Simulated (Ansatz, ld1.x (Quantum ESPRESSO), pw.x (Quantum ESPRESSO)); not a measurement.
From atom to crystal: TM potential for Cr

ld1.x (Quantum ESPRESSO) 7.5 input, shortened:

```
&input
   title='Cr', zed=24., rel=1, dft='PBE', iswitch=3,
   config='[Ar] 3d5 4s1 4p0'
 /
 &inputp
   pseudotype=2, tm=.true., lloc=-1, rcloc=2.40,
   nlcc=.false.
 /
3
4S  1  0   1.00   0.00  2.44  2.44  0.0
4P  2  1   0.00   0.00  2.82  2.82  0.0
3D  3  2   5.00   0.00  1.82  1.82  0.0
 &test
   configts(1)='3d5 4s1 4p0'
 /
```

Atomic tests: cutoffs needed: 70 Ry and 90 Ry (the cutoffs (Ry, on a coarse ladder) from which the occupation-weighted sum of valence levels, in a spherical-Bessel basis at the reference potential, stays within 10 and 1 mRy of its value at 400 Ry); ghost test: no extra level below or beside the all-electron valence levels (s, p, d, f tested) (spherical-Bessel basis up to 400 Ry, 20 bohr box); largest excitation error: -189 meV (all-electron minus pseudo) for 3d3 4s0 4p0, out of 7 test configurations.

Crystal test: bcc Cr in pw.x 7.5, no spin, 16³ k-points, Fermi–Dirac smearing 0.01 Ry, cutoffs 110/440 Ry. The reference is all-electron LAPW (Ansatz 0.2.0) with the same functional, mesh and smearing; V0 and B0 come from Birch–Murnaghan fits to the pressures at five volumes. Errors are pseudo minus all-electron; Δ is the rms difference of the E(V) curves that follow from these fits, minima aligned, over ±6 % about the mean V0. Mesh and smearing are coarse, so the numbers serve the comparison and aren't converged zero-temperature values; the lattice is a test structure that the element need not adopt. Spin polarisation and strong correlation are left out, which matters for this element.

```
V (Å³/atom)  P all-electron (GPa)  P pseudo (GPa)
     10.998                 14.15           19.46
     11.288                  6.38           12.11
     11.577                 -0.44            5.67
     11.866                 -6.41            0.06
     12.156                -11.64           -4.83
```

All-electron: a0 = 2.849 Å (V0 = 11.56 Å³/atom), B0 = 256.7 GPa.

Pseudopotential: mean pressure error (GPa): +6.09; a0 (Å): 2.874; a0 error (%): +0.89; B0 error (%): -16.5; Δ (meV/atom): 16.0. The largest radius (2.82 bohr) exceeds half the bond length (2.33 bohr), so the spheres overlap, which is one possible source of error among others. This is a poor potential for the solid.

**Question.** At the middle volume, how do free energy and pressure move when the wave cutoff is lowered (ecutrho kept at four times it)?

**Answer.**

| cutoff (Ry) | shift of F (meV/atom) | shift of P (GPa) |
| --- | --- | --- |
| 50 | +2756.8 | -187.49 |
| 66 | +182.1 | -21.72 |
| 88 | +2.5 | +0.12 |

Input at the middle volume:

```
&control
  calculation='scf', prefix='x', pseudo_dir='./', outdir='./tmp', tstress=.true., disk_io='none'
/
&system
  ibrav=0, nat=1, ntyp=1, ecutwfc=110, ecutrho=440, nbnd=10,
  occupations='smearing', smearing='fd', degauss=0.01
/
&electrons
  conv_thr=1e-09, mixing_beta=0.4, electron_maxstep=70
/
ATOMIC_SPECIES
Cr 1.0 Cr.UPF
CELL_PARAMETERS angstrom
  -1.42510002 1.42510002 1.42510002
  1.42510002 -1.42510002 1.42510002
  1.42510002 1.42510002 -1.42510002
ATOMIC_POSITIONS crystal
Cr 0.0000 0.0000 0.0000
K_POINTS automatic
16 16 16 0 0 0
```

```bash
pw.x < Cr.scf.in > Cr.scf.out
```

Lines of the output:

```
Message from routine setup:
     using ibrav=0 with symmetry is DISCOURAGED, use correct ibrav instead
     lattice parameter (alat)  =       4.6645  a.u.
     unit-cell volume          =      78.1255 (a.u.)^3
     number of electrons       =         6.00
     number of Kohn-Sham states=           10
     kinetic-energy cutoff     =     110.0000  Ry
     charge density cutoff     =     440.0000  Ry
     scf convergence threshold =      1.0E-09
     Exchange-correlation= PBE
     number of k points=   145  Fermi-Dirac smearing, width (Ry)=  0.0100
     iteration #  1     ecut=   110.00 Ry     beta= 0.40
     total energy              =     -19.59006117 Ry
     estimated scf accuracy    <       0.39340202 Ry
     iteration #  2     ecut=   110.00 Ry     beta= 0.40
     total energy              =     -19.64242617 Ry
     estimated scf accuracy    <       0.00730281 Ry
     iteration #  3     ecut=   110.00 Ry     beta= 0.40
     negative rho (up, down):  3.003E-06 0.000E+00
     total energy              =     -19.64478252 Ry
     estimated scf accuracy    <       0.00151176 Ry
     iteration #  4     ecut=   110.00 Ry     beta= 0.40
     negative rho (up, down):  2.199E-06 0.000E+00
     total energy              =     -19.64882146 Ry
     estimated scf accuracy    <       0.00073265 Ry
     iteration #  5     ecut=   110.00 Ry     beta= 0.40
     total energy              =     -19.64865625 Ry
     estimated scf accuracy    <       0.00019811 Ry
     iteration #  6     ecut=   110.00 Ry     beta= 0.40
     total energy              =     -19.64882920 Ry
     estimated scf accuracy    <       0.00002223 Ry
     iteration #  7     ecut=   110.00 Ry     beta= 0.40
     total energy              =     -19.64885570 Ry
     estimated scf accuracy    <       0.00000019 Ry
     iteration #  8     ecut=   110.00 Ry     beta= 0.40
     total energy              =     -19.64885696 Ry
     estimated scf accuracy    <          3.1E-09 Ry
     iteration #  9     ecut=   110.00 Ry     beta= 0.40
     total energy              =     -19.64885697 Ry
     estimated scf accuracy    <          5.5E-09 Ry
     iteration # 10     ecut=   110.00 Ry     beta= 0.40
     the Fermi energy is    13.3979 ev
!    total energy              =     -19.64885701 Ry
     estimated scf accuracy    <          3.3E-11 Ry
     smearing contrib. (-TS)   =      -0.00295473 Ry
     The total energy is F=E-TS. E is the sum of the following terms:
     one-electron contribution =       8.12021449 Ry
     hartree contribution      =       1.68821233 Ry
     xc contribution           =      -5.13014917 Ry
     ewald contribution        =     -24.32417994 Ry
     convergence has been achieved in  10 iterations
          total   stress  (Ry/bohr**3)                   (kbar)     P=       56.71
     Message from routine punch:
     Nothing written, as per user request (disk_io='none')
```

The run at the middle volume (145 k-points, 10 iterations) took about 16 s on one core of a shared host (Neoverse-V2, 48 threads, 185 GiB, load 28).
